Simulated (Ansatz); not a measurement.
C2H2 beside SiH3Cl: one fragment in the basis of the whole pair (the partner's atoms are ghosts).

Input (in.yaml):

```yaml
crystal:
  periodic: [false, false, false]
  atoms:
    - {symbol: C, position_ang: [-0.596745, -0.516738, -2.188952]}
    - {symbol: C, position_ang: [0.471425, -0.019057, -1.976631]}
    - {symbol: H, position_ang: [-1.545373, -0.959394, -2.383507]}
    - {symbol: H, position_ang: [1.418711, 0.423904, -1.774086]}
basis:
  gaussian:
    orbitals: def2-SVP
    ghost_atoms:
      - {symbol: Si, position_ang: [-0.071884, 0.162512, 1.683804]}
      - {symbol: Cl, position_ang: [1.792174, 0.937509, 1.274213]}
      - {symbol: H, position_ang: [-0.108223, -1.246413, 1.235750]}
      - {symbol: H, position_ang: [-1.087729, 0.974546, 0.979671]}
      - {symbol: H, position_ang: [-0.272356, 0.243131, 3.149737]}
hamiltonian: {xc: pbe0, dispersion: d4}
```

Launched with

```bash
ansatz run in.yaml --threads 4 --pin off --events-out ev --progress --plain --max-ram 9574MiB
```

What Ansatz 0.2.0 printed:

```
Functional definition: PBE0
  name "PBE0"
  cite "Adamo & Barone, J. Chem. Phys. 110, 6158 (1999) doi:10.1063/1.478522"
  cite "Perdew, Burke & Ernzerhof, Phys. Rev. Lett. 77, 3865 (1996) doi:10.1103/PhysRevLett.77.3865"
  parent pbe
  parameter a = 0.25
  parameter kappa = 0.804
  parameter beta = 0.06672455060314922
  exchange = (1 - a)*pbe_x(kappa = kappa, mu = beta*pi^2/3) + a*exact_x
  correlation = pbe_c(beta = beta)
851 factors; their error is unknown
mean field evaluation 1: about -2097.0475 eV, gradient 3.2e1 eV
mean field evaluation 2: about -2097.8172 eV, gradient 2.8e1 eV
mean field evaluation 4: about -2099.8580 eV, gradient 3.0e-1 eV
mean field evaluation 8: about -2099.8578 eV, gradient 5.9e-3 eV
mean field -2099.86321241 eV, -77.1685497175 hartree, gradient 6.1e-5 eV, S^2 0.000000; 0 other end points of the search recorded, 0 dependent functions left out
reference -2099.86323298 eV, -77.1685504735 hartree; 7, 7 occupied and 82, 82 virtual orbitals, 851 factors
Total energy: -2099.88733364 eV, -77.1694361566 hartree
```

Hardware: 4 CPU threads of an Arm Neoverse V2, shared host. Wall time about 0.4 s.
